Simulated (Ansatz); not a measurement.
# HF (singlet): the correlation ladder, 6-31G

An exercise on one series of results from a longer session: the logs are not shown, and one member is left open.

Computed with Ansatz 0.2.0, Gaussian basis. Level: 6-31G, core rule «outside noble gas», up to 1 orbitals frozen.

Plan: UHF; CCSD(T) on RHF; BCCD(T) on RHF; CISD; CCSDT(Q) on RHF; CISDTQ; CCSDTQ on RHF; CASSCF and MRCISD+Q, 8 electrons in 5 orbitals; CASSCF and NEVPT4(SD), 8 electrons in 5 orbitals; CASSCF and NEVPT2, 8 electrons in 5 orbitals; Full CI.

9 further runs of the same task are left out: 9 set aside as unsound or not needed.

**What is computed**

The geometry is an MP2(full)/6-31G* stationary point (not a proven minimum).

2 atoms, charge 0, spin multiplicity 1.

Atoms are counted from 1 here; the program's logs count them from 0.

Bond lengths: F1–H2 0.934 Å.

Geometry (Å):

```xyz
2
charge 0, multiplicity 1
F     0.0000    0.0000    0.0000
H     0.0000    0.0000    0.9339
```

Set-up of the first run:

Input file in.yaml:

```yaml
crystal:
  periodic: [false, false, false]
  atoms:
    - {symbol: F, position_ang: [0.000000, 0.000000, 0.000000]}
    - {symbol: H, position_ang: [0.000000, 0.000000, 0.933891]}
basis:
  gaussian: {orbitals: 6-31G}
magnetization: {spin_polarized: true, initial_magnetization: 0}
hamiltonian: {xc: hf}
output: {orbitals: {seedname: orbitals}}
```

On the command line:

```console
ansatz run in.yaml --threads 1 --pin off --events-out ev --progress --plain --max-ram 8192MiB --backend cpu
```

Steps of the session up to this table: UHF; CCSD(T) on RHF; BCCD(T) on RHF; CISD; CCSDT(Q) on RHF; CISDTQ; CCSDTQ on RHF; CASSCF and MRCISD+Q, 8 electrons in 5 orbitals; CASSCF and NEVPT4(SD), 8 electrons in 5 orbitals; CASSCF and NEVPT2, 8 electrons in 5 orbitals; Full CI.

One of the session's tables, all rows but one given; the rest of the session is left out.

```
            method  from FCI (kcal/mol)
               RHF               +83.05
              RMP2                +2.37
              CISD                    ?
             RCCSD                +0.67
          RCCSD(T)                +0.27
           BCCD(T)                +0.26
            RCCSDT                +0.23
            CISDTQ                +0.08
         RCCSDT(Q)                -0.01
           RCCSDTQ                +0.01
    CASSCF valence               +65.96
    NEVPT2 valence                +6.88
NEVPT4(SD) valence                +1.61
    MRCISD valence                +2.34
  MRCISD+Q valence                +0.86
               FCI                    0
```

**Question.** Estimate the row for CISD.

As computed: from FCI (kcal/mol): +3.38. In the column «from FCI (kcal/mol)» it lies between RMP2 (+2.37) and NEVPT2 valence (+6.88).

With the free atoms at the same levels and basis (separate runs), the atomisation energy is 4.648 eV at FCI, 4.639 eV at RCCSD(T), 3.378 eV at RHF.
